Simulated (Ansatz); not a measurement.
`C#COCC` → `C=C/C=C\O`  (isomerisation)

Gas-phase electronic energies from Ansatz, PBE0-D4/def2-TZVP geometries. CCSD(T)/CBS adds triple-zeta CCSD(T) − MP2 to the extrapolated MP2 energy (def2 sets, frozen cores). This one scheme is used for every species. Each species was taken in one conformer, which may not be the lowest.

| species | MP2/CBS(def2) energy (Eh) |
| --- | --- |
| `C#COCC` | -230.82471 |
| `C=C/C=C\O` | -230.87556 |

(1) Work out ΔE.

Largest T1 diagnostic among the species: 0.012.

## Answers

(1) ΔE = (-230.87556) − (-230.82471) = -0.05085 Eh = -31.9 kcal/mol. CCSD(T)/CBS gives -33.4 kcal/mol.

From PBE to PBE0 (25 % exact exchange), in def2-TZVPP and without D4, ΔE moves by +0.8 kcal/mol.
